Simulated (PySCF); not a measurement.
**N₂F₂, a complex of two parts: interaction energy**

Wanted: the interaction energy for `FF` with `N#N`.

Programs: PySCF 2.14.0. All values are calculated, for the isolated system unless a continuum is named. Atoms count from 0, parts from 1.

## (1) The system as given

4 atoms, charge 0, multiplicity 1; geometry: GFN2-xTB. Parts: 1 = atoms 0–1, `FF`, charge 0; 2 = atoms 2–3, `N#N`, charge 0.

## (2) Relaxing the molecule at PBE0-D3(BJ)/def2-SVPD

The job: settings as JSON, then the geometry in Å.

```
{"job": {"xc": "PBE0", "basis": "def2-SVPD", "d3": "d3bj", "grid": 2, "kind": "geom"}, "charge": 0, "multiplicity": 1, "parts": [{"atoms": "0-1", "charge": 0, "multiplicity": 1}, {"atoms": "2-3", "charge": 0, "multiplicity": 1}]}
F      0.735463    -0.009938     0.003011
F     -0.622574    -0.193982     0.303989
N     -1.531083     1.517374    -2.247505
N     -1.726672     0.763195    -3.021524
```

Run with:

```console
OMP_NUM_THREADS=1 python cluster_run.py task.json out
```

One launch serves the whole session: the jobs run in the order shown.

**Question.** The jobs that follow are: CCSD(T)/aug-cc-pVDZ and MP2/aug-cc-pVTZ counterpoise interaction energy, frozen core, gas phase. Predict: rotational constants (main isotopes); interaction energy, CCSD(T) limit estimate; MP2/aug-cc-pVTZ; T1 diagnostic.

The runs gave:

| quantity | value |
| --- | --- |
| rotational constants (main isotopes) | 20.23, 2.48, 2.35 GHz |
| interaction energy, CCSD(T) limit estimate | -0.31 kcal/mol |
| MP2/aug-cc-pVTZ | -0.30 kcal/mol |
| T1 diagnostic | 0.0133 |

What this shows: Relaxing lowered the energy by 0.014 eV in 5 steps; the close pair that moved most is F0–F1, from 1.403 to 1.378 Å. No frequency check was run at this level, so the end point may be a saddle. The estimate adds CCSD(T) less MP2 in the small basis (+0.03 kcal/mol) to extrapolated MP2. Hartree-Fock gives 0.21 against -0.31 kcal/mol, so correlation carries all of the binding.
